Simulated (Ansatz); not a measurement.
Results of B3LYP (VWN-RPA form) in Ansatz (plane waves, PAW) for antifluorite Mg2Si.

Total energies, extrapolated to zero smearing (they compare only within this program, potentials and cutoff):

```
system                       energy (eV/atom)
---------------------------  ----------------
antifluorite Mg2Si, relaxed        -1498.3458
hcp Mg                             -1927.1536
diamond-structure Si                -639.9220
```

Q: Work out the formation enthalpy per atom.

A: ΔH_f ≈ ΔE = -1498.3458 − [2 × (-1927.1536) + 1 × (-639.9220)]/3 = -0.269 eV/atom (0 K, no vibrations). The reference value is -0.269 eV/atom (measured, 298 K, copied from a table, unchecked, not corrected to a static lattice; as tabulated in Wang et al. (2021), doi:10.1038/s41598-021-94550-5), a difference of 0.000 eV/atom.

The PAW data were made under PBE.

Ansatz is a program for electronic structure.
